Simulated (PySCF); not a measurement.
# C4H5F: the cost of one run

Computed with PySCF 2.14.0, with density-fitted response routines of our own, on a single molecule in the gas phase. Atoms are numbered from 0 throughout.

**1. The starting structure**

10 atoms, charge 0, multiplicity 1; geometry from: PBE0-D3(BJ)/def2-SVP.

Bonds of the start (Å): C0–C1 1.51, C1–C2 1.55, C2–C3 1.29, C3–F4 1.31, C3–C1 1.47, C0–H5 1.10, C0–H6 1.10, C0–H7 1.10, C1–H8 1.11, C2–H9 1.09.

**2. NMR shieldings: HF/pcSseg-2**

What the job is given:

```
{"job": {"kind": "nmr", "xc": "HF", "basis": "pcSseg-2", "pop": false}, "charge": 0, "multiplicity": 1}
C     -1.145122    -0.049038     0.592352
C      0.313766    -0.302339     0.284488
C      1.189697     0.762485    -0.416507
C      0.859933    -0.295027    -1.079127
F      0.928017    -0.972057    -2.195259
H     -1.258482     0.465429     1.560097
H     -1.708938    -0.993898     0.654564
H     -1.611070     0.577013    -0.184165
H      0.808110    -0.941537     1.038650
H      1.681969     1.721164    -0.289976
```

Level: GIAO HF/pcSseg-2 NMR shielding, non-relativistic, gas phase.

Run with:

```bash
OMP_NUM_THREADS=1 python probes_run.py task.json out
```

This one command runs all jobs of the session in turn.

Q: Estimate the wall time and peak memory of this first job on 1 thread of Arm Neoverse V2, shared host.

About 8.4 s, with a peak of 1 GiB.
